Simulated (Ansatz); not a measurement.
# Relaxing europium (bcc)

The calculation used DFT, RPBE, plane waves (420 eV) with PAW, scalar-relativistic in Ansatz. (PAW data from PBE, frozen cores regenerated.)

k-point mesh 10×10×10, Fermi-Dirac smearing 0.05 eV, starting moments 7.00 μB. Cell and atoms relax.

Starting structure:

```xyz
1
Lattice="-2.2755 2.2755 2.2755 2.2755 -2.2755 2.2755 2.2755 2.2755 -2.2755" Properties=species:S:1:pos:R:3 pbc="T T T"
Eu    0.0000    0.0000    0.0000
```

Q: What cell does the relaxation end in?

A: Im-3m (spin ignored) with a = 4.529 Å; 46.46 Å³ per atom against 47.13 at the start (-1.4 %).

Q: How much energy does the relaxation gain?

A: 0.3 meV per atom.

Path of the relaxation (the plane waves are chosen anew near the end, which can shift the energy a little):

| step | E − E(final) (meV/atom) | V (Å³/atom) | P (GPa) | max force (eV/Å) |
| --- | --- | --- | --- | --- |
| 0 | 0.35 | 47.129 | -0.16 | 0.000 |
| 1 | 0.09 | 46.929 | -0.12 | 0.000 |
| 2 | -0.28 | 46.460 | 0.00 | 0.000 |
| 3 | 0.00 | 46.460 | 0.00 | 0.000 |

Q: Which magnetic state does it end in?

A: ferromagnetic, net 7.46 μB per atom; moments 7.13 μB.

Real europium orders as a helical antiferromagnet, which these cells can't hold.

Open f shells have many self-consistent states, so the state found may not be the lowest.
